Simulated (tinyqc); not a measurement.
UHF in the sto-6g basis, for CH2, spin multiplicity 3, step by step. One step of it, computed by the program tinyqc.

Problem. Iteration 2: DIIS coefficients. Solve [B -1; -1 0][c; lambda] = [0; -1] for the coefficients, which sum to one.

B (overlaps of the stored error matrices):
```
,1,2
1,1.3646971e+02,1.2178840e+00
2,1.2178840e+00,8.7397148e-01
```

Give: DIIS coefficients.

Solution.

DIIS coefficients: -0.0025  1.0025
